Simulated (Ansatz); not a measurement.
Results of RPBE (plane waves, PAW; Ansatz, a quantum-chemistry and plane-wave program) for bcc Cs.

Numerical settings: plane-wave cutoff 520 eV, 14×14×14 k mesh, Fermi–Dirac smearing 0.05 eV, scalar-relativistic PAW data made under PBE.

Computed at the level's own relaxed cell.

Task: Predict the equilibrium volume per atom, bulk modulus, lattice parameter a and pressure derivative B′ of the bulk modulus.

Result: 
- equilibrium volume per atom = 131.68 Å³/atom
- bulk modulus = 1.65 GPa
- lattice parameter a = 6.410 Å
- pressure derivative B′ of the bulk modulus = 3.6

The run finds no gap.

Measured, for comparison: equilibrium volume per atom 110.12 Å³/atom, lattice constant a 6.039 Å (low-temperature or extrapolated to 0 K; zero-point anharmonic expansion removed; as tabulated in Csonka et al. (2009), arXiv:0903.4037); bulk modulus 2.11 GPa (corrected for temperature and zero-point phonon effects, our sources range from 2.11 to 2.35; as tabulated in Levämäki et al. (2014), arXiv:1402.3671). Computed (rounded) less measured: equilibrium volume per atom +19.6 %, bulk modulus -22 % (-22 % to -30 % over the range), lattice constant a +6.1 %.

Note: the cell is over a tenth larger than the published one: the level's own overestimate first of all, though another phase or state, or a fault of the published cell, is possible.

Spin–orbit coupling is not included.

Computed values are for the static lattice.

It cost about 110 core-seconds (a rough figure) of CPU time.
